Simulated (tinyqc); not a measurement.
Inside a calculation (part 2 of 2). Method: CCSD on RHF in the sto-3g basis, for H2O, spin multiplicity 1. Computed by tinyqc, a small Python program that keeps every step (integrals from PySCF). Command: `OMP_NUM_THREADS=1 python tinyqc.py 22119 22120 out.jsonl` (the two numbers bound the seeds that draw the settings). One thread of a shared host (Intel(R) Xeon(R) Processor @ 2.60GHz), about 0.3 s of CPU time with the checks.

Geometry (angstrom):
```
atom       x        y       z
O     0.0000   0.0000  0.0000
H     0.0000   0.7530  0.6590
H     0.0000  -0.7870  0.6890
```

## CCSD: amplitude update 2

Amplitudes after update 1 (spin orbitals 1a, 1b, ...; amplitudes related by a flip of all spins are not repeated; the 24 largest):
```
from      to        t
3a 3b  7a 7b  -0.0799
4a 4b  6a 6b  -0.0548
3a 4b  6b 7a   0.0494
3a 3b  6a 6b  -0.0432
4a 4b  7a 7b  -0.0409
2a 2b  6a 6b  -0.0309
3a 4b  6a 7b  -0.0290
2a 4b  6a 6b  -0.0281
2a 3b  6a 7b  -0.0276
5a 5b  6a 6b  -0.0235
3a 4a  6a 7a   0.0203
3a 4b  6a 6b   0.0203
2a 2b  7a 7b  -0.0190
2a 3b  6b 7a   0.0153
3a 4b  7a 7b  -0.0141
5a 5b  7a 7b  -0.0128
2a 3a  6a 7a  -0.0123
2a 3b  7a 7b  -0.0104
2a 3b  6a 6b   0.0095
3a 3b  6a 7b   0.0083
4a        6a   0.0070
2a 4b  6b 7a   0.0069
2a 4b  6a 7b  -0.0061
4a 4b  6a 7b   0.0035
```

orbital energies (hartree): MO1 -20.2589, MO2 -1.2450, MO3 -0.5733, MO4 -0.4608, MO5 -0.3929, MO6 0.5494, MO7 0.6547

Given earlier and not repeated: Two-electron integrals over orbitals (pq|rs).

t_i^a D_i^a and t_ij^ab D_ij^ab are set to the remaining terms of the spin-orbital equations, evaluated with the old amplitudes; for the doubles these are <ij||ab> + 1/2 <ab||ef> t_ij^ef + 1/2 <mn||ij> t_mn^ab + P(ij)P(ab) <mb||ej> t_im^ae + terms in t^2 + terms with t1, D the orbital-energy denominators.

Amplitudes after update 2 (spin orbitals 1a, 1b, ...; amplitudes related by a flip of all spins are not repeated; the 24 largest):
```
from      to        t
3a 3b  7a 7b  -0.0854
4a 4b  6a 6b  -0.0592
3a 4b  6b 7a   0.0530
3a 3b  6a 6b  -0.0474
4a 4b  7a 7b  -0.0445
3a 4b  6a 7b  -0.0340
2a 2b  6a 6b  -0.0315
2a 4b  6a 6b  -0.0310
2a 3b  6a 7b  -0.0287
5a 5b  6a 6b  -0.0249
3a 4b  6a 6b   0.0227
3a 4a  6a 7a   0.0189
2a 2b  7a 7b  -0.0189
2a 3b  6b 7a   0.0177
3a 4b  7a 7b  -0.0156
5a 5b  7a 7b  -0.0125
2a 3b  7a 7b  -0.0113
2a 3a  6a 7a  -0.0110
4a        6a   0.0108
2a 3b  6a 6b   0.0103
3a 3b  6a 7b   0.0087
2a 4b  6b 7a   0.0072
2a 4b  6a 7b  -0.0065
4a 4b  6a 7b   0.0041
```

correlation energy = -0.057463 hartree

## CCSD: amplitude update 3

t_i^a D_i^a and t_ij^ab D_ij^ab are set to the remaining terms of the spin-orbital equations, evaluated with the old amplitudes; for the doubles these are <ij||ab> + 1/2 <ab||ef> t_ij^ef + 1/2 <mn||ij> t_mn^ab + P(ij)P(ab) <mb||ej> t_im^ae + terms in t^2 + terms with t1, D the orbital-energy denominators. DIIS then mixes the stored amplitudes.

DIIS coefficients: [-0.6974, 1.6974]

Amplitudes after update 3 (spin orbitals 1a, 1b, ...; amplitudes related by a flip of all spins are not repeated; the 24 largest):
```
from      to        t
3a 3b  7a 7b  -0.0889
4a 4b  6a 6b  -0.0628
3a 4b  6b 7a   0.0554
3a 3b  6a 6b  -0.0499
4a 4b  7a 7b  -0.0470
3a 4b  6a 7b  -0.0380
2a 4b  6a 6b  -0.0329
2a 2b  6a 6b  -0.0317
2a 3b  6a 7b  -0.0290
5a 5b  6a 6b  -0.0256
3a 4b  6a 6b   0.0244
2a 3b  6b 7a   0.0193
2a 2b  7a 7b  -0.0185
3a 4a  6a 7a   0.0173
3a 4b  7a 7b  -0.0168
4a        6a   0.0142
5a 5b  7a 7b  -0.0120
2a 3b  7a 7b  -0.0118
2a 3b  6a 6b   0.0107
2a 3a  6a 7a  -0.0097
3a 3b  6a 7b   0.0089
2a 4b  6b 7a   0.0073
2a 4b  6a 7b  -0.0067
4a 4b  6a 7b   0.0045
```

correlation energy = -0.059716 hartree

## CCSD: convergence

E_corr = 1/4 sum <ij||ab> t_ij^ab + 1/2 sum <ij||ab> t_i^a t_j^b; stop when the norm of the change is below 1e-8.

Course of the amplitude iterations:
```
update  correlation energy (hartree)  norm of the change
0                          -0.042548                   -
1                          -0.053847            7.84e-02
2                          -0.057463            3.02e-02
3                          -0.059716            1.29e-02
4                          -0.059714            1.54e-03
5                          -0.059721            3.72e-04
6                          -0.059721            2.66e-05
7                          -0.059721            9.80e-06
8                          -0.059721            1.44e-06
9                          -0.059721            3.65e-07
10                         -0.059721            1.26e-07
11                         -0.059721            3.69e-08
12                         -0.059721            9.30e-09
```

Converged amplitudes (spin orbitals 1a, 1b, ...; amplitudes related by a flip of all spins are not repeated; the 24 largest):
```
from      to        t
3a 3b  7a 7b  -0.0890
4a 4b  6a 6b  -0.0636
3a 4b  6b 7a   0.0555
3a 3b  6a 6b  -0.0492
4a 4b  7a 7b  -0.0470
3a 4b  6a 7b  -0.0384
2a 4b  6a 6b  -0.0329
2a 2b  6a 6b  -0.0316
2a 3b  6a 7b  -0.0288
5a 5b  6a 6b  -0.0255
3a 4b  6a 6b   0.0245
2a 3b  6b 7a   0.0192
2a 2b  7a 7b  -0.0183
3a 4a  6a 7a   0.0170
3a 4b  7a 7b  -0.0169
4a        6a   0.0151
5a 5b  7a 7b  -0.0119
2a 3b  7a 7b  -0.0118
2a 3b  6a 6b   0.0106
2a 3a  6a 7a  -0.0095
3a 3b  6a 7b   0.0090
2a 4b  6b 7a   0.0073
2a 4b  6a 7b  -0.0067
4a 4b  6a 7b   0.0045
```

CCSD total energy = -75.022098 hartree

T1 diagnostic, norm of the one-spin t1 over sqrt(correlated electrons) = 0.0050

Converged in 12 updates, with DIIS from the third.
